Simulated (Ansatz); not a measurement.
# CH5LiSi (SMILES [Li][SiH2]C): single points off equilibrium

The task here is to estimate one member of a computed series from the others.

The runs use Ansatz 0.2.0, Gaussian basis; single points in def2-TZVPP.

Correlated methods freeze the cores. The outer core shell of Li, Na, Mg and K is correlated. B3LYP uses VWN-RPA correlation.

## The system as given

SMILES `[Li][SiH2]C`, 8 atoms, charge 0, spin multiplicity 1.

Atoms are counted from 1 here; the program's logs count them from 0.

Bond lengths: Li1–Si2 2.386 Å, Si2–C3 1.878 Å, Si2–H4 1.430 Å, Si2–H5 1.483 Å, C3–H6 1.156 Å, C3–H7 1.050 Å, C3–H8 1.060 Å. Angles: Li1–Si2–C3 88.7°, Li1–Si2–H4 134.5°, Li1–Si2–H5 126.5°, C3–Si2–H4 104.5°, C3–Si2–H5 101.6°, H4–Si2–H5 93.7°, Si2–C3–H6 105.4°, Si2–C3–H7 112.4°, Si2–C3–H8 108.1°, H6–C3–H7 111.2°, H6–C3–H8 110.2°, H7–C3–H8 109.5°.

As a file:

```xyz
8
CH5LiSi
Li   -2.34370    0.85830    0.16970
Si   -0.26260    0.39420   -0.90210
C     0.30460   -0.46730    0.66710
H     0.14930   -0.47780   -1.95770
H     0.84490    1.35290   -1.13150
H     0.14790    0.30370    1.51380
H     1.30720   -0.77390    0.61450
H    -0.31660   -1.31230    0.82120
```

The first run:

run/in.yaml

```yaml
crystal:
  periodic: [false, false, false]
  atoms:
    - {symbol: Li, position_ang: [-2.343700, 0.858300, 0.169700]}
    - {symbol: Si, position_ang: [-0.262600, 0.394200, -0.902100]}
    - {symbol: C, position_ang: [0.304600, -0.467300, 0.667100]}
    - {symbol: H, position_ang: [0.149300, -0.477800, -1.957700]}
    - {symbol: H, position_ang: [0.844900, 1.352900, -1.131500]}
    - {symbol: H, position_ang: [0.147900, 0.303700, 1.513800]}
    - {symbol: H, position_ang: [1.307200, -0.773900, 0.614500]}
    - {symbol: H, position_ang: [-0.316600, -1.312300, 0.821200]}
basis:
  gaussian: {orbitals: def2-TZVPP}
correlation: {method: ccsd_t}
output: {forces: true}
```

No record of the launch command was kept for these runs.

Steps of the session up to this table: CCSD(T)/def2-TZVPP; PBE0-D4/def2-TZVPP; wB97M-V/def2-TZVPP; r2SCAN-D4/def2-TZVPP; PBE-D4/def2-TZVPP; B3LYP-D4/def2-TZVPP; BHLYP-D4/def2-TZVPP.

One of the session's tables, all rows but one given; the rest of the session is left out.

```
   method  RMS force component (eV/Å)  angle to CCSD(T) forces (°)  dipole (D)
  CCSD(T)                       0.845                    reference        6.93
  PBE0-D4                           ?                            ?           ?
  wB97M-V                       0.829                          3.7        6.73
r2SCAN-D4                       0.852                          3.1        6.80
   PBE-D4                       0.887                          7.4        6.47
 B3LYP-D4                       0.833                          1.9        6.65
 BHLYP-D4                       0.816                          8.9        6.83
```

**Question.** Estimate the row for PBE0-D4.

The run gave: RMS force component (eV/Å): 0.859; angle to CCSD(T) forces (°): 4.3; dipole (D): 6.71. In the column «RMS force component (eV/Å)» it lies between r2SCAN-D4 (0.852) and PBE-D4 (0.887).
